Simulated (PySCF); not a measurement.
## Multinuclear NMR of (CH3)2CF2

Atoms are numbered as in `[CH3:1][C:2]([CH3:3])([F:4])[F:5]`; H(Xn) means a hydrogen on atom n.

- NMR shieldings at PBE0/pcSseg-1/GIAO
- J couplings at B3LYP/pcJ-1 (spin–dipole term only in couplings to heteroatoms)
- geometry: GFN2-xTB
- code: PySCF 2.14
- one conformer, one averaged value for each set of equivalent atoms, non-relativistic Hamiltonian, gas phase

**Question.** What are the ¹⁹F shifts?

**Answer.** 
| atoms | environment | σ (ppm) | δ (ppm) |
| --- | --- | --- | --- |
| F4/F5 | fluorine of a CF2 group | 283.8 | -95.4 |

Shieldings were converted by a linear fit to measured shifts: ¹⁹F: δ = 146.13 − 0.903σ +14.6 on sp3 carbon (rms 6.0 ppm, 223 shifts, 7.0 ppm with the 5 outliers that the fit left out vs CFCl3, solution or neat liquid). A few per cent of atoms miss by over 2 rms, more outside the fitted compound classes. Couplings are scaled by factors fitted to measured values: ²J(H,H) × 0.95 (rms 1.3 Hz), ¹J(C,F) × 0.77 (rms 8.7 Hz), ²J(C,F) × 1.14 (rms 1.9 Hz, 10.1 with 1 outliers); all others are unscaled and can be 10–30 % off.

Couplings (the largest are listed; each averaged over equivalent pairs): ¹J(C2,F4) = -226.8 Hz, ²J(F4,F5) = 222.5 Hz, ²J(C1,F4) = 30.4 Hz, ³J(F4,H(C1)) = 15.9 Hz.

On a 600 MHz spectrometer ¹⁹F resonates near 564.6 MHz, so 1 ppm is 564.6 Hz.
